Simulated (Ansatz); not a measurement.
## Structure relaxation of OsPd

All numbers below come from Ansatz 0.2.0, DFT r2SCAN, scalar-relativistic, plane waves, PAW.

OsPd was placed on the caesium chloride structure type (Pm-3m, No. 221), with Os in place of Cs, Pd in place of Cl, at a guessed volume.

Input of the last, converged step (default PAW datasets):

```yaml
crystal:
  lattice:
    - [3.0735378976, 0.0, 0.0]
    - [0.0, 3.0735378976, 0.0]
    - [0.0, 0.0, 3.0735378976]
  atoms:
    - { symbol: Pd, position: [0.5, 0.5, 0.5] }
    - { symbol: Os, position: [0.0, 0.0, 0.0] }
basis:
  ecutwfc: 500
kpoints:
  mp_grid: { grid: [18, 18, 18] }
hamiltonian:
  xc: r2scan
scf:
  occupations: { method: gaussian, width: 0.1 }
output:
  forces: true
  stress: true
  eigenvalues: true
relax:
  adjacent_minimum: "off"
  f_tol: 0.01
  max_steps: 80
  cell: { stress_tol: 0.05 }
```

Launched as:

```bash
ansatz run input.yaml --threads 1 --pin off --max-ram 2560MiB --backend cpu --events-out ev --progress --plain --runs-dir out
```

The run took 54 s on 1 thread of Intel(R) Xeon(R) Processor @ 2.70GHz, with other jobs on the host, peak memory 0.53 GiB.

The program printed at the end:

```
SCF converged after 4 iterations
Free energy (F): -18381.821679 eV
Harris-Foulkes:  -18381.821679 eV  (|F-HF|=1.09e-11)
Internal energy: -18381.811653 eV  (E = F + TS)
E sigma→0 (E₀):  -18381.816666 eV
Entropy (-TS):   -0.010025 eV (-5.013 meV/atom)
Fermi energy:    22.433870 eV
--- Per-component energies (eV) ---
  E_band       = -243.323496
  E_kinetic    = 1078.607642
  E_local      = -2567.407350  (includes V_loc(G=0)·N_el)
  E_nonlocal   = 214.427296
  E_hartree    = 1052.378305
  E_xc         = -412.905059
  E_vxc        = -546.537261  (∫ρ·V_xc dr)
  E_paw        = -12810.073799  (= ΣΔE_a)
  E_vpaw       = -562.830176  (= ΣTr[D̂ρ^β])
  E_aug_tail   = -0.000016  (compensation charges beyond the density's cutoff)
  E_vtau       = 35.659628  (kinetic-family band-sum trace: ∫τ·v_τ [+ j·A + Jᵃ·Aᵃ] dr)
  E_ewald      = -4936.001573
  E_core_change = -0.837099  (= ΣΔE_core)
  E_smearing   = -0.010025  (= −TS)
  E_closure    = 0.000000  (closes the sum)
  Σ components = -18381.821679   (vs F -18381.821679, Δ=0.00e0)
--- Forces (eV/Å), atoms counted from 1 ---
  atom   1  Pd     0.00000000     0.00000000     0.00000000
  atom   2  Os     0.00000000     0.00000000     0.00000000
  max |Σ_I F_I| component: 4.00e-29 eV/Å
--- Stress (GPa, compression-positive) ---
       -0.000010       0.000000       0.000000
        0.000000      -0.000010       0.000000
        0.000000       0.000000      -0.000010
  P = ⅓ Tr σ =  0.0000 GPa ( 0.000 kbar)
--- Relaxed structure (3 steps of the walk, 2 accepted, 1 SCFs on fresh bases) ---
  F+E_penalty+E_count = -18381.82167857 eV   max|allowed force component| = 1.210e-29 eV/Å   (the final SCF, on the basis selected at the relaxed cell)
  cell:  # Å, volume = 29.0517 Å³
    - [3.074142, 0.000000, 0.0]
    - [0.000000, 3.074142, 0.0]
    - [0.0, 0.0, 3.074142]
  atoms:
    - { symbol: Pd, position: [0.500000, 0.500000, 0.500000] }
    - { symbol: Os, position: [0.000000, 0.000000, 0.000000] }
```

Absolute energies hang on the potentials; compare differences alone.

The result has space group Pm-3m (No. 221). Pd is coordinated by 8 Os at 2.66 Å and 6 Pd at 3.07 Å; Os has 8 Pd at 2.66 Å and 6 Os at 3.07 Å.

Against the elements it lies at 0.78 eV/atom. The zero of energy is the elements' standard structures at the same level; no fitted shifts are applied.

The k mesh leaves about 4 meV/atom of noise in metals. Spin–orbit coupling is left out.

A structure relaxed within its symmetry needn't be a true minimum.